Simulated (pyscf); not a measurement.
Thermochemistry of product channels of SiH₂ (SMILES [SiH2]) [singlet] + H₂O (SMILES O) on the singlet surface, in kJ/mol, from ωB97M-D3(BJ)/def2-TZVP energies (ideal gas, 1 atm, RRHO with modes under 100 cm⁻¹ raised to 100, one conformer, R ln 2 for rigid chiral ones). Structures and frequencies: ωB97X-D3(BJ)/def2-SVP in PySCF.

```json
[
 {"products": "HO–SiH₃ (SMILES O[SiH3])", "ΔE": "-316.9", "ΔH(298 K)": "-310.0", "ΔG(900 K)": "-185.0", "ΔG(1200 K)": "___"},
 {"products": "HO–SiH: (SMILES O[SiH]) [singlet] + H₂ (SMILES [H][H])", "ΔE": "-123.7", "ΔH(298 K)": "-131.1", "ΔG(900 K)": "-113.8", "ΔG(1200 K)": "-110.5"},
 {"products": "O=SiH₂ (SMILES O=[SiH2]) + H₂ (SMILES [H][H])", "ΔE": "___", "ΔH(298 K)": "-123.9", "ΔG(900 K)": "-99.1", "ΔG(1200 K)": "___"}
]
```

**Question.** What belongs in the gaps?

**Answer.** 
- HO–SiH₃ (SMILES O[SiH3]), ΔG(1200 K): -145.2
- O=SiH₂ (SMILES O=[SiH2]) + H₂ (SMILES [H][H]), ΔE: -111.2
- O=SiH₂ (SMILES O=[SiH2]) + H₂ (SMILES [H][H]), ΔG(1200 K): -93.0

These are energies of the channels, which say nothing of barriers.
